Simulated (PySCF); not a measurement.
CCl3, optimised at PBE0/def2-TZVP:

```xyz
4

C      0.1672    -0.0697    -0.1222
Cl    -0.0778     0.7176    -1.6095
Cl    -0.0949    -1.7493    -0.0746
Cl     1.3601     0.5646     0.9105
```

Method: PySCF energies (xtb for GFN2) plus ideal-gas RRHO corrections (1 bar). 6-31G* has spherical d functions here. Open shells (unrestricted): CCl3 (multiplicity 2). GFN2 has no spin-polarisation term. B3LYP is the form with VWN-RPA correlation.

### Question
List the harmonic frequencies (cm⁻¹, unscaled) at this level and at the other levels, each on its own geometry.

### Answer
- PBE0/def2-TZVP: 274, 274, 311, 501, 923, 924
- B3LYP/6-31G*: 273, 273, 332, 480, 875, 875
- GFN2-xTB: 241, 241, 314, 517, 770, 770
- HF/6-31G*: 294, 294, 351, 538, 996, 996
- PBE/def2-SVP: 264, 264, 324, 485, 864, 864
